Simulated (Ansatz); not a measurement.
A made-up structure of C2H5Si (charge -1), singlet:

```xyz
8
angstrom
C -0.2122 0.5260 -0.4344
Si -1.8015 0.1554 -0.9241
C 0.7386 -0.6262 0.7396
H -2.4007 1.0967 -1.8023
H 0.4689 1.3148 -0.6284
H 1.0240 -0.1223 1.6698
H 1.6567 -1.0131 0.2833
H 0.0891 -1.4708 0.9857
```

It is relaxed with PBE-D4/def2-SVPD and then PBE0-D4/def2-TZVPD (Ansatz 0.2.0). Atoms count as bonded within 1.22 times the sum of their covalent radii (H–H: 0.88 Å). The end point is not checked to be a true minimum.

Q: Does its bonding change? (A judgement: the text doesn't fix the answer.)

A: By the calculation: Yes. Formed: C1–C3; broken: none.

Where it ends: The first stage lowers the energy by 1.54 eV in 8 steps. It ends as C₂H₅Si ([CH3][CH][SiH]), total charge -1:
C1  (-0.170, 0.329, -0.289)
Si2  (-1.816, -0.040, -0.805)
C3  (0.642, -0.533, 0.636)
H4  (-2.045, 1.205, -1.709)
H5  (0.356, 1.227, -0.625)
H6  (0.946, -0.011, 1.559)
H7  (1.577, -0.898, 0.178)
H8  (0.072, -1.419, 0.944)
(Å)

Labels in which every atom is bracketed show which atoms are joined, not bond orders.

For scale, one of the runs: PBE0-D4/def2-TZVPD relaxation, 162 basis functions, launched by `ansatz run in.yaml --threads 2 --pin off --events-out ev --progress --plain --max-ram 4352MiB`. The run took about 17 s on 2 CPU threads of an Arm Neoverse V2 (shared host).
